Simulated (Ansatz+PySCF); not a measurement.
Results of a calculation; reference values are marked as such.
# Several solutions for singlet BH in separate pieces

```yaml
atoms:
  - { symbol: B, position_ang: [0.0000, 0.0000, -0.5114] }
  - { symbol: H, position_ang: [0.0000, 0.0000, 2.5569] }
```

Basis set: 6-31G (spherical functions). Charge 0, multiplicity 1.

PBE0 (unrestricted) was run from several starts with Ansatz (development build ahead of 0.2.0) and PySCF 2.14.0.

```csv
run,program,start,converged,energy (hartree),<S²>
A,Ansatz,"atomic start, no search",yes,-25.08098,0.00
B,Ansatz,stability test followed,yes,-25.11216,0.88
C,PySCF,program defaults,yes,-25.08098,0.00
D,Ansatz,search for the lowest state,yes,-25.11216,0.88
```

Q: Which runs reached the lowest solution of this kind, and what is wrong with the others?

A: B, D reached the lowest solution found. Converged but too high: A by 0.85 eV, C by 0.85 eV. Convergence only shows a stationary point, and even a stable one can lie too high; stability tests and further starts are what find lower ones. Caution: charge can spread falsely over distant fragments. Caution: the unrestricted determinant is a mixture of spin states.
